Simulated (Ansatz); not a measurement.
**C3H5FS: a ladder of functionals and wavefunction methods**

An exercise on one series of results from a longer session: the logs are not shown, and one member is left open.

Computed with Ansatz 0.2.0, Gaussian basis. Level: functionals in def2-TZVPP, the program's frozen cores in correlated methods.

Plan: PBE-D4, r2SCAN-D4, PBE0-D4, B3LYP-D4, ωB97X-V, ωB97M-V, B2PLYP; CCSD(T)/def2-TZVPP; MP2/def2-QZVPP; extrapolation to the limit.

### Structure used throughout

An earlier PBE0-D4 in a triple-zeta def2 set relaxation fixed the geometry.

SMILES `C=CC(F)S`, 10 atoms, charge 0, spin multiplicity 1.

Atoms are counted from 1 here; the program's logs count them from 0.

Bond lengths: C1–C2 1.324 Å, C1–H6 1.083 Å, C1–H7 1.083 Å, C2–C3 1.488 Å, C2–H8 1.085 Å, C3–F4 1.375 Å, C3–S5 1.808 Å, C3–H9 1.096 Å, S5–H10 1.343 Å. Angles: C2–C1–H6 121.4°, C2–C1–H7 120.8°, H6–C1–H7 117.8°, C1–C2–C3 124.1°, C1–C2–H8 121.4°, C3–C2–H8 114.6°, C2–C3–F4 111.0°, C2–C3–S5 111.8°, C2–C3–H9 111.0°, F4–C3–S5 111.2°, F4–C3–H9 107.4°, S5–C3–H9 104.3°, C3–S5–H10 95.7°.

Geometry (Å):

```xyz
10
charge 0, multiplicity 1
C    -1.5054   -0.0336    0.3285
C    -0.4338   -0.3849   -0.3651
C     0.8003    0.4406   -0.4671
F     0.6185    1.6713    0.1179
S     2.2353   -0.4098    0.2298
H    -1.5484    0.9089    0.8606
H    -2.3713   -0.6820    0.3786
H    -0.3911   -1.3284   -0.8999
H     1.0714    0.6130   -1.5146
H     1.6075   -0.8462    1.3342
```

The first run:

in.yaml reads:

```yaml
crystal:
  periodic: [false, false, false]
  atoms:
    - {symbol: C, position_ang: [-1.505361, -0.033583, 0.328526]}
    - {symbol: C, position_ang: [-0.433764, -0.384858, -0.365098]}
    - {symbol: C, position_ang: [0.800337, 0.440582, -0.467077]}
    - {symbol: F, position_ang: [0.618482, 1.671263, 0.117863]}
    - {symbol: S, position_ang: [2.235260, -0.409782, 0.229806]}
    - {symbol: H, position_ang: [-1.548411, 0.908859, 0.860551]}
    - {symbol: H, position_ang: [-2.371279, -0.681987, 0.378571]}
    - {symbol: H, position_ang: [-0.391083, -1.328408, -0.899905]}
    - {symbol: H, position_ang: [1.071410, 0.613003, -1.514620]}
    - {symbol: H, position_ang: [1.607511, -0.846189, 1.334184]}
basis:
  gaussian: {orbitals: def2-TZVPP}
hamiltonian: {xc: pbe, dispersion: d4}
output: {forces: true, orbitals: {seedname: orbitals}}
```

Command:

```bash
ansatz run in.yaml --threads 4 --pin off --events-out ev --progress --plain --max-ram 10444MiB
```

Among the steps run: PBE-D4 (GGA); r2SCAN-D4 (meta-GGA); PBE0-D4 (hybrid); B3LYP-D4 (hybrid); ωB97X-V (range-separated); ωB97M-V (range-separated); B2PLYP (double hybrid); CCSD(T) in def2-TZVPP; MP2 in def2-QZVPP.

One of the session's tables, all rows but one given; the rest of the session is left out.

| method | atomisation energy (kcal/mol) |
| --- | --- |
| PBE-D4 | 955.6 |
| r2SCAN-D4 | 931.1 |
| PBE0-D4 | 934.4 |
| B3LYP-D4 | 926.1 |
| ωB97X-V | 928.6 |
| ωB97M-V | 931.1 |
| B2PLYP | 916.5 |
| HF/def2-TZVPP | 667.1 |
| MP2/def2-TZVPP | 920.2 |
| CCSD/def2-TZVPP | 885.6 |
| CCSD(T)/def2-TZVPP | ? |
| MP2/CBS | 944.3 |
| CCSD(T)/CBS | 926.0 |

Q: Estimate the row for CCSD(T)/def2-TZVPP from the others.

As computed: atomisation energy (kcal/mol): 901.9. In the column «atomisation energy (kcal/mol)» it lies between CCSD/def2-TZVPP (885.6) and B2PLYP (916.5).
